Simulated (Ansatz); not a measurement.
## BSiH$_{4}$, doublet: from triple and quadruple zeta to the limit

```xyz
6

B    -2.0489    0.0347    0.0000
H    -2.6456    1.0683    0.0000
H    -2.6456   -0.9988    0.0000
H    -0.6969    0.0347    0.0000
Si    0.9551    0.0347    0.0000
H     1.3515   -1.4448    0.0000
```

Connectivity, by distances: BH2 ··· SiH, 1 bridging H.

Ansatz 0.2.0, UHF determinant, valence electrons correlated. Energies in eV.

```json
{"set": "def2-TZVPP", "X": "3", "functions": "129", "Hartree–Fock": "-8593.6230", "MP2 correlation": "-5.6648", "CCSD(T) correlation": "-7.1346", "time": "3.7 s on 1 × NVIDIA H100 80GB HBM3 with 1 thread of AMD EPYC 7R13 Processor (Zen 3), on a shared host"}
{"set": "def2-QZVPP", "X": "4", "functions": "247", "Hartree–Fock": "-8593.9011", "MP2 correlation": "-6.0236", "CCSD(T) correlation": "-7.4152", "time": "13 s on 1 × NVIDIA H100 80GB HBM3 with 1 thread of AMD EPYC 7R13 Processor (Zen 3), with other jobs on the host"}
```

Hartree–Fock is taken to follow E(X) = E∞ + A·exp(−7.88·√X), correlation E(X) = E∞ + B·X^−2.97.

Work out the CCSD(T) energy at the limit, and how far the shortcut misses it that extrapolates MP2 and adds CCSD(T) minus MP2 from the smaller set.

Hartree–Fock: E∞ = E4 + 0.1377·(E4 − E3) = -8593.9394. Correlation: E∞ = E4 + 0.7407·(E4 − E3) = -7.6230 for CCSD(T) and -6.2893 for MP2. The limit is -8601.5624 eV, 0.246 eV below def2-QZVPP. The shortcut gives a correlation energy of -6.2893 + (-1.4697) = -7.7591, 136 meV lower than the direct value.

Past Ne part of the Hartree–Fock step between the two sets comes from the cores, which don't follow the formula, so the 38 meV that it adds to the total can overshoot; that part largely cancels in differences.
